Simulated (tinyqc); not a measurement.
RHF in the sto-6g basis, for H2O, spin multiplicity 1, step by step. One step of it, computed by the program tinyqc.

Question. Iteration 1: building the Fock matrix. J_ij = sum D_kl (ij|kl), K_ij = sum D_kl (ik|jl); F = H + J - 0.5 K; E = tr D H + tr D J / 2 - 0.25 tr D K + E_nn.

D at the start, lower triangle:
```
            1O 1s      1O 2s    1O 2px     1O 2py    1O 2pz     2H 1s     3H 1s
1O 1s    2.068813
1O 2s   -0.291896   1.327221
1O 2px   0.000000   0.000000  2.000000
1O 2py   0.000000   0.000000  0.000000   1.540536
1O 2pz   0.086149  -0.329033  0.000000   0.000000  1.865146
2H 1s   -0.126054   0.353756  0.000000   0.325134  0.119501  0.188221
3H 1s   -0.126054   0.353756  0.000000  -0.325134  0.119501  0.050981  0.188221
```

core Hamiltonian H = T + V (hartree), lower triangle:
```
             1O 1s      1O 2s     1O 2px     1O 2py     1O 2pz      2H 1s      3H 1s
1O 1s   -32.865501
1O 2s    -7.263284  -9.087901
1O 2px    0.000000   0.000000  -7.342901
1O 2py    0.000000   0.000000   0.000000  -7.452111
1O 2pz   -0.013855  -0.160994   0.000000   0.000000  -7.401410
2H 1s    -1.170668  -2.739714   0.000000  -1.634553  -1.236761  -4.430160
3H 1s    -1.170668  -2.739714   0.000000   1.634553  -1.236761  -0.918373  -4.430160
```

Two-electron integrals (ij|kl) in chemists' order, unique and non-zero (hartree):
```
(11|11) 4.787491    (21|11) 0.675884    (21|21) 0.121505    (22|11) 1.117379
(22|21) 0.249212    (22|22) 0.817383    (31|31) 0.025762    (32|31) 0.039145
(32|32) 0.180664    (33|11) 1.117381    (33|21) 0.249212    (33|22) 0.817382
(33|33) 0.880663    (41|41) 0.025762    (42|41) 0.039145    (42|42) 0.180664
(43|43) 0.047461    (44|11) 1.117381    (44|21) 0.249212    (44|22) 0.817382
(44|33) 0.785741    (44|44) 0.880663    (51|51) 0.025762    (52|51) 0.039145
(52|52) 0.180664    (53|53) 0.047461    (54|54) 0.047461    (55|11) 1.117381
(55|21) 0.249212    (55|22) 0.817382    (55|33) 0.785741    (55|44) 0.785741
(55|55) 0.880663    (61|11) 0.115162    (61|21) 0.019855    (61|22) 0.039870
(61|33) 0.039785    (61|41) 0.000786    (61|42) 0.001541    (61|44) 0.039950
(61|51) 0.000575    (61|52) 0.001128    (61|54) 0.000121    (61|55) 0.039874
(61|61) 0.003307    (62|11) 0.295779    (62|21) 0.066969    (62|22) 0.245209
(62|33) 0.241036    (62|41) 0.004344    (62|42) 0.032837    (62|44) 0.249188
(62|51) 0.003180    (62|52) 0.024035    (62|54) 0.005967    (62|55) 0.245403
(62|61) 0.011017    (62|62) 0.093854    (63|31) 0.007229    (63|32) 0.041387
(63|43) 0.006685    (63|53) 0.004893    (63|63) 0.012842    (64|11) 0.178491
(64|21) 0.040966    (64|22) 0.159928    (64|33) 0.152866    (64|41) 0.009515
(64|42) 0.061297    (64|44) 0.171325    (64|51) 0.001673    (64|52) 0.014573
(64|54) 0.008618    (64|55) 0.155593    (64|61) 0.007027    (64|62) 0.074394
(64|64) 0.071089    (65|11) 0.130646    (65|21) 0.029985    (65|22) 0.117059
(65|33) 0.111890    (65|41) 0.001673    (65|42) 0.014573    (65|44) 0.115615
(65|51) 0.008454    (65|52) 0.052054    (65|54) 0.009412    (65|55) 0.123672
(65|61) 0.005144    (65|62) 0.054453    (65|64) 0.042633    (65|65) 0.044048
(66|11) 0.458411    (66|21) 0.105718    (66|22) 0.444238    (66|33) 0.427143
(66|41) 0.008379    (66|42) 0.088056    (66|44) 0.460537    (66|51) 0.006133
(66|52) 0.064453    (66|54) 0.024443    (66|55) 0.445034    (66|61) 0.017539
(66|62) 0.221791    (66|64) 0.200316    (66|65) 0.146621    (66|66) 0.774999
(71|11) 0.115162    (71|21) 0.019855    (71|22) 0.039870    (71|33) 0.039785
(71|41) -0.000786   (71|42) -0.001541   (71|44) 0.039950    (71|51) 0.000575
(71|52) 0.001128    (71|54) -0.000121   (71|55) 0.039874    (71|61) 0.003255
(71|62) 0.010627    (71|64) 0.006212    (71|65) 0.004966    (71|66) 0.016738
(71|71) 0.003307    (72|11) 0.295779    (72|21) 0.066969    (72|22) 0.245209
(72|33) 0.241036    (72|41) -0.004344   (72|42) -0.032837   (72|44) 0.249188
(72|51) 0.003180    (72|52) 0.024035    (72|54) -0.005967   (72|55) 0.245403
(72|61) 0.010627    (72|62) 0.073862    (72|64) 0.040862    (72|65) 0.041634
(72|66) 0.139722    (72|71) 0.011017    (72|72) 0.093854    (73|31) 0.007229
(73|32) 0.041387    (73|43) -0.006685   (73|53) 0.004893    (73|63) 0.009714
(73|73) 0.012842    (74|11) -0.178491   (74|21) -0.040966   (74|22) -0.159928
(74|33) -0.152866   (74|41) 0.009515    (74|42) 0.061297    (74|44) -0.171325
(74|51) -0.001673   (74|52) -0.014573   (74|54) 0.008618    (74|55) -0.155593
(74|61) -0.006212   (74|62) -0.040862   (74|64) -0.013512   (74|65) -0.022579
(74|66) -0.070878   (74|71) -0.007027   (74|72) -0.074394   (74|74) 0.071089
(75|11) 0.130646    (75|21) 0.029985    (75|22) 0.117059    (75|33) 0.111890
(75|41) -0.001673   (75|42) -0.014573   (75|44) 0.115615    (75|51) 0.008454
(75|52) 0.052054    (75|54) -0.009412   (75|55) 0.123672    (75|61) 0.004966
(75|62) 0.041634    (75|64) 0.022579    (75|65) 0.032776    (75|66) 0.085583
(75|71) 0.005144    (75|72) 0.054453    (75|74) -0.042633   (75|75) 0.044048
(76|11) 0.090779    (76|21) 0.020765    (76|22) 0.082441    (76|33) 0.080597
(76|44) 0.082234    (76|51) 0.001551    (76|52) 0.013924    (76|55) 0.084491
(76|61) 0.003375    (76|62) 0.031166    (76|64) 0.021503    (76|65) 0.020352
(76|66) 0.076657    (76|71) 0.003375    (76|72) 0.031166    (76|74) -0.021503
(76|75) 0.020352    (76|76) 0.013028    (77|11) 0.458411    (77|21) 0.105718
(77|22) 0.444238    (77|33) 0.427143    (77|41) -0.008379   (77|42) -0.088056
(77|44) 0.460537    (77|51) 0.006133    (77|52) 0.064453    (77|54) -0.024443
(77|55) 0.445034    (77|61) 0.016738    (77|62) 0.139722    (77|64) 0.070878
(77|65) 0.085583    (77|66) 0.287625    (77|71) 0.017539    (77|72) 0.221791
(77|74) -0.200316   (77|75) 0.146621    (77|76) 0.076657    (77|77) 0.774999
```

nuclear repulsion = 7.76455083 hartree

Give: Coulomb J; exchange K; Fock matrix F; total energy of this density.

Answer.

Coulomb J (hartree), lower triangle:
```
          1O 1s    1O 2s  1O 2px   1O 2py  1O 2pz   2H 1s   3H 1s
1O 1s   17.8699
1O 2s    3.1995   8.4360
1O 2px   0.0000   0.0000  8.4306
1O 2py   0.0000   0.0000  0.0000   8.4370
1O 2pz  -0.0084  -0.0092  0.0000   0.0000  8.4403
2H 1s    0.5259   2.4890  0.0000   1.6102  1.1799  4.5155
3H 1s    0.5259   2.4890  0.0000  -1.6102  1.1799  0.8320  4.5155
```

exchange K (hartree), lower triangle:
```
         1O 1s    1O 2s  1O 2px   1O 2py  1O 2pz   2H 1s   3H 1s
1O 1s   9.7833
1O 2s   1.5851   2.5776
1O 2px  0.0000   0.0000  2.2650
1O 2py  0.0000   0.0000  0.0000   2.1446
1O 2pz  0.0077  -0.1029  0.0000   0.0000  2.2415
2H 1s   0.2727   0.9096  0.0000   0.5606  0.3751  0.7934
3H 1s   0.2727   0.9096  0.0000  -0.5606  0.3751  0.2850  0.7934
```

Fock matrix F (hartree), lower triangle:
```
           1O 1s    1O 2s   1O 2px   1O 2py   1O 2pz    2H 1s    3H 1s
1O 1s   -19.8872
1O 2s    -4.8563  -1.9407
1O 2px    0.0000   0.0000  -0.0447
1O 2py    0.0000   0.0000   0.0000  -0.0874
1O 2pz   -0.0261  -0.1187   0.0000   0.0000  -0.0819
2H 1s    -0.7811  -0.7055   0.0000  -0.3046  -0.2444  -0.3114
3H 1s    -0.7811  -0.7055   0.0000   0.3046  -0.2444  -0.2289  -0.3114
```

total energy of this density = -75.180866 hartree

This density is the starting one.
